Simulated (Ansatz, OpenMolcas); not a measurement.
**How basis sets differ on SiH4O2 (SMILES O[SiH2]O)**

SiH4O2: 7 atoms, total charge 0, spin state singlet. SMILES: `O[SiH2]O`. The coordinates come from a PBE0-D4/def2-TZVP relaxation. This is one conformer, not always the lowest.

Quantity: the HOMO–LUMO gap, in eV. The values are calculated.

```json
{"level": "HF/ANO-RCC-MB (DKH2)", "kind": "Hartree–Fock", "program": "OpenMolcas", "value (eV)": "20.47", "CPU time": "2 s"}
{"level": "HF/STO-3G", "kind": "Hartree–Fock", "program": "Ansatz", "value (eV)": "22.55", "CPU time": "0.11 s"}
{"level": "HF/3-21G", "kind": "Hartree–Fock", "program": "OpenMolcas", "value (eV)": "17.84", "CPU time": "1.6 s"}
{"level": "HF/def2-SVPD", "kind": "Hartree–Fock", "program": "Ansatz", "value (eV)": "14.64", "CPU time": "1.9 s"}
{"level": "HF/ANO-L-VTZP (RICD fitting)", "kind": "Hartree–Fock", "program": "OpenMolcas", "value (eV)": "13.69", "CPU time": "16 s"}
```

The values span 13.69 to 22.55 eV. A Hartree–Fock LUMO above zero doesn't converge with the basis: it sinks as sets grow more diffuse. Orbital gaps aren't excitation energies. Times are those of the runs behind each value, whatever else they computed, on shared processors of several kinds: orders of magnitude only.
